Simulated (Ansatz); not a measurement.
A run of Ansatz (development build ahead of 0.2.0) on doublet NH3F2(+) in separate pieces at this shape:

```yaml
atoms:
  - { symbol: N, position_ang: [0.0000, 0.0000, 0.0000] }
  - { symbol: H, position_ang: [0.9380, 0.3810, 0.0000] }
  - { symbol: H, position_ang: [-0.4690, 0.3810, 0.8120] }
  - { symbol: H, position_ang: [-0.4690, 0.3810, -0.8120] }
  - { symbol: F, position_ang: [0.0000, 0.7060, 4.0000] }
  - { symbol: F, position_ang: [0.0000, -0.7060, 4.0000] }
```

Its results:

```yaml
Converged: yes
Reference_energy: -254.54103 hartree
CCSD_correlation_energy: -0.56945 hartree
Triples_correction: -0.01165 hartree
Total_energy: -255.12213 hartree
Spin_squared_of_the_determinant: 0.750
```

Problem. Which input gives this output? Name the method, the orbitals and the basis set, and write the input.

Solution. ROHF-CCSD(T) in cc-pVDZ.

```yaml
crystal:
  periodic: [false, false, false]
  atoms:
    - { symbol: "N", position_ang: [0.0, 0.0, 0.0] }
    - { symbol: H, position_ang: [0.938, 0.381, 0.0] }
    - { symbol: H, position_ang: [-0.469, 0.381, 0.812] }
    - { symbol: H, position_ang: [-0.469, 0.381, -0.812] }
    - { symbol: F, position_ang: [0.0, 0.706, 4.0] }
    - { symbol: F, position_ang: [0.0, -0.706, 4.0] }
basis:
  gaussian: { orbitals: cc-pVDZ }
total_charge: 1
magnetization:
  initial_magnetization: 1
hamiltonian:
  xc: hf
correlation:
  method: ccsd_t
  frozen_orbitals: { F: 1, H: 0, "N": 1 }
```
